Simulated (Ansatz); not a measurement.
**Isomers**

Structures of CH5SSi (charge +1), singlet, relaxed at PBE0-D4/def2-TZVP (vibrations not checked; lower isomers may exist, and structures with a doubtful reference or unclear bonds are left out). Ansatz 0.2.0; basis: def2-TZVPP; cores frozen in the correlated methods. B3LYP uses VWN-RPA correlation.

Task: Rank them by CCSD(T) energy, lowest first, and give each one's height above the lowest. Links in brackets join atoms within 1.22 times the sum of their covalent radii (1.1 for two metals). (An estimate is asked for; the value comes from the calculation.)
A.
CH₅SSi ([CH3][SiH][SH]), total charge +1
```
8
angstrom
C -0.7856 0.9285 -1.2244
Si 0.2816 0.2742 0.0920
S 0.5253 -1.7349 0.3237
H -1.2443 0.1361 -1.8173
H -1.5667 1.5524 -0.7738
H 1.0019 1.1557 1.0283
H 1.3608 -1.5994 1.3766
H -0.1897 1.5790 -1.8759
```
B.
CH₅SSi ([CH2][SiH][SH2]), total charge +1
```
8
angstrom
Si 0.0893 0.5990 0.3936
C -0.8496 1.0098 -0.9477
S 0.5818 -1.5798 0.2783
H -1.1296 0.2836 -1.7026
H -1.2065 2.0237 -1.0996
H 0.6647 1.2315 1.5869
H 1.9141 -1.5570 0.5172
H 0.2762 -1.9810 1.5346
```
C.
CH₅SSi ([CH3][S][SiH2]), total charge +1
```
8
angstrom
C -0.7182 1.0334 -0.5067
S -0.7160 -0.0501 0.9604
Si 0.8510 -1.2797 0.6757
H -1.6845 0.8951 -0.9900
H 0.0911 0.7975 -1.1944
H -0.6219 2.0532 -0.1364
H 1.6912 -1.1674 -0.5300
H 1.1074 -2.2819 1.7213
```

Result: The calculation gives: A (0.0 kJ/mol), C (71.8 kJ/mol), B (203.2 kJ/mol). Heights count from the lowest.

Task: Do PBE-D4, r2SCAN-D4, PBE0-D4, B3LYP-D4, wB97M-V, HF, MP2 give the same order? (A judgement: the text doesn't fix the answer.)

Result: Computed: All do.

The T1 diagnostic stays at or below 0.016. The restricted Hartree–Fock reference is unstable towards an unrestricted one at one or more of these structures.

For scale, one of the runs: CCSD(T)/def2-TZVPP, 185 basis functions, launched by `ansatz run in.yaml --threads 2 --pin off --events-out ev --progress --plain --max-ram 4352MiB`. Time: 37 s of wall clock on 2 CPU threads of an Arm Neoverse V1; the host was shared. Peak host memory: 1.7 GiB.
